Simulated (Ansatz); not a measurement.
## Ga (model structure, started from the graphite type, P6₃/mmc, No. 194, 4 atoms in the cell): equilibrium lattice constant a by level of theory

No measured value is used here.

```tsv
level (code)	value (Å)
PBE (Ansatz)	4.438
PBEsol (Ansatz)	4.352
PBE-D3(BJ) (Ansatz)	4.380
```

Ansatz's density-functional and Hartree–Fock values are scalar-relativistic unless marked +SOC, with PAW data made under PBE.

A model structure was made by putting elements into a prototype or built by hand; it is no filed structure, need not be a known phase, and can be a saddle point held by its symmetry.

Ansatz is a first-principles code.
